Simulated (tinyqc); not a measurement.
Worked calculation: geometry optimisation on the LDA (VWN5)/sto-6g surface (energies and gradients from PySCF), for H2O, spin multiplicity 1. One step of it, computed by the program tinyqc.

Problem. Step 1: move. Quasi-Newton step p = -H^(-1) g (first H = 0.3 times the unit matrix); steps longer than 0.1 bohr are cut back (factor 0.211 here).

positions at the start (bohr):
```
            x          y         z
1O  -0.051023   0.075589  0.022677
2H   0.060471   1.634613  0.959981
3H  -0.017008  -1.617606  1.003445
```

gradient (hartree/bohr):
```
              x            y            z
1O   0.00875489   0.06538339   0.09193563
2H  -0.00583979  -0.02500855  -0.06724365
3H  -0.00291923  -0.04037261  -0.02468641
```

Give: positions after step 1.

Solution.

positions after step 1 (bohr):
```
          x        y        z
1O  -0.0572   0.0296  -0.0420
2H   0.0646   1.6522   1.0073
3H  -0.0150  -1.5892   1.0208
```
